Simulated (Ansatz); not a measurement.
# CH5B: the cost of one run

All numbers below are computed with Ansatz 0.2.0 (RKS LDA/def2-mTZVP).

## (1) Starting point

Bond lengths: B1–C2 1.600 Å, C2–H3 1.110 Å, C2–H4 1.110 Å, C2–H5 1.110 Å, B1–H6 1.190 Å, B1–H7 1.190 Å. Angles: B1–C2–H3 109.5°, B1–C2–H4 109.5°, B1–C2–H5 109.5°, H3–C2–H4 109.4°, H3–C2–H5 109.4°, H4–C2–H5 109.4°, C2–B1–H6 120.0°, C2–B1–H7 120.0°, H6–B1–H7 120.0°.

As a file:

```xyz
7

B     0.0000    0.0000    0.0000
C     0.0000    0.0000    1.6000
H    -0.9996   -0.3092    1.9705
H     0.7676   -0.7111    1.9705
H     0.2320    1.0203    1.9705
H     1.0305    0.0000   -0.5950
H    -1.0305    0.0000   -0.5950
```

## (2) Preparing the start

input.yaml reads:

```yaml
crystal:
  periodic: [false, false, false]
  atoms:
    - { symbol: B, position_ang: [0.0, 0.0, 0.0] }
    - { symbol: C, position_ang: [0.0, 0.0, 1.6] }
    - { symbol: H, position_ang: [-0.9996, -0.3092, 1.9705] }
    - { symbol: H, position_ang: [0.7676, -0.7111, 1.9705] }
    - { symbol: H, position_ang: [0.232, 1.0203, 1.9705] }
    - { symbol: H, position_ang: [1.0305, 0.0, -0.595] }
    - { symbol: H, position_ang: [-1.0305, 0.0, -0.595] }
basis:
  gaussian: { orbitals: def2-mTZVP }
hamiltonian:
  xc: lda
relax:
  f_tol: 0.02
  max_steps: 40
output:
  orbitals: {}
```

Started as:

```
$ ansatz run input.yaml --threads 1 --pin off --max-ram 2048MiB --backend cpu --events-out ev --progress --plain --runs-dir out
```

What time and memory should one allow on 1 thread of Arm Neoverse V1, shared host?

About 7.7 s, with a peak of 0.1 GiB.
